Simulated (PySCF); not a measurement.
Species: C3H5FO.
Atom-mapped SMILES: `[CH3:1][C@@:2]1([F:3])[CH2:4][O:5]1` (hydrogens: H6, H7, H8 on C1; H9, H10 on C4)

Structure used (PBE0-D3(BJ)/def2-SVP), in Å, numbered top down from 1:
```xyz
10
C3H5FO angstrom
C     -1.1902    0.0338   -0.1865
C      0.2369    0.4491   -0.0327
F      0.3728    1.4142    0.9104
C      1.4070   -0.3787   -0.2988
O      0.9789    0.6720   -1.1691
H     -1.5893   -0.3352    0.7684
H     -1.2769   -0.7530   -0.9465
H     -1.7880    0.9007   -0.5046
H      1.2991   -1.3966   -0.6940
H      2.3260   -0.1728    0.2627
```

Computed, not measured: TDDFT CAM-B3LYP/def2-SVPD, vertical, gas phase, core orbitals frozen in the response in PySCF.

Transition dipole moments from the ground state, in atomic units and in the frame of the coordinates above (overall signs are arbitrary), for the states with f of 0.002 or more among the lowest 7:

| state | E (hartree) | μx | μy | μz |
| --- | --- | --- | --- | --- |
| S1 | 0.3072 | 0.177 | -0.135 | 0.069 |
| S2 | 0.3110 | 0.087 | 0.175 | 0.094 |
| S3 | 0.3198 | -0.219 | 0.117 | -0.114 |
| S4 | 0.3331 | -0.317 | 0.451 | -0.211 |
| S5 | 0.3412 | 0.094 | 0.134 | 0.175 |
| S6 | 0.3517 | -0.299 | -0.023 | 0.023 |
| S7 | 0.3554 | 0.045 | 0.307 | -0.075 |

Work out the oscillator strengths.

f = (2/3) ΔE |μ|² with ΔE in hartree (27.2114 eV).

```json
{"state": "S1", "|μ|² (au)": "0.054", "|μ| (D)": "0.59", "f": "0.011"}
{"state": "S2", "|μ|² (au)": "0.047", "|μ| (D)": "0.55", "f": "0.010"}
{"state": "S3", "|μ|² (au)": "0.075", "|μ| (D)": "0.70", "f": "0.016"}
{"state": "S4", "|μ|² (au)": "0.348", "|μ| (D)": "1.50", "f": "0.077"}
{"state": "S5", "|μ|² (au)": "0.057", "|μ| (D)": "0.61", "f": "0.013"}
{"state": "S6", "|μ|² (au)": "0.090", "|μ| (D)": "0.76", "f": "0.021"}
{"state": "S7", "|μ|² (au)": "0.102", "|μ| (D)": "0.81", "f": "0.024"}
```

Which bond between heavy atoms lies closest to the direction of the S4 transition dipole?

C4–O5, at 20° from it; next C2–C4 at 37°.

What angle do the transition dipoles of S3 and S6 make?

|cos θ| = |μa·μb| / (|μa| |μb|) = 0.73, so θ ≈ 43° (taken between 0 and 90°, since the signs are arbitrary).

What peak molar absorption coefficient would the strongest computed level give as a lone Gaussian band 0.5 eV wide at half height?

ε(max) = 2.175×10⁸ f / FWHM, with the width in cm⁻¹. S4: 2.175×10⁸ × 0.0773 / 4033 ≈ 4200 L mol⁻¹ cm⁻¹.

All these states lie below the vertical ionisation energy of 11.20 eV (ΔSCF).

The run took 46 s wall on x86-64 server, one thread, shared host.

Without π bonds the low states may be Rydberg-like; a valence basis with one diffuse set may place them up to an eV too high.
